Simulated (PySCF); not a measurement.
Molecule: SMILES CC(C)(C)C=O, C₅H₁₀O.

Cartesian coordinates in Å; atom numbers follow the order of the lines, from 1:
```xyz
16

C    -0.3047   -1.4701    0.0217
C    -0.0036    0.0308   -0.0668
C    -0.7082    0.7664    1.0792
C     1.4957    0.2949   -0.0535
C    -0.6149    0.5349   -1.3615
O    -0.0197    1.0679   -2.2571
H     0.2058   -2.0287   -0.7779
H    -1.3853   -1.6718   -0.0558
H     0.0401   -1.8683    0.9887
H    -0.5037    1.8477    1.0464
H    -0.3543    0.3824    2.0486
H    -1.8001    0.6231    1.0420
H     1.9919   -0.2051   -0.8977
H     1.7081    1.3705   -0.1400
H     1.9435   -0.0745    0.8819
H    -1.7250    0.3662   -1.4318
```

Geometry PBE0-D3(BJ)/def2-SVP throughout; GIAO in PySCF, gas phase, one conformer, non-relativistic; equivalent atoms averaged; functional PBE0.

For orientation, cc-pVDZ gives these shifts δ (against TMS, H2O at the same level): C5 199.4, C2 44.7, C1/C3/C4 24.6, O6 628.5, H16 9.48, H7/H8/H9/H10/H11/H12/H13/H14/H15 0.91 ppm.

A run gave: C5 202.9, C2 45.3, C1/C3/C4 22.8, O6 602.8, H16 9.86, H7/H8/H9/H10/H11/H12/H13/H14/H15 1.03 ppm (shifts δ (against TMS, H2O at the same level)).

Q: Which basis set was used in that run?
A. aug-cc-pVDZ
B. 6-31G
C. STO-3G
D. def2-SVP

A: A. H16 tells them apart best: aug-cc-pVDZ gives 9.86, 6-31G gives 10.38, def2-SVP gives 9.22, STO-3G gives 9.14 ppm.
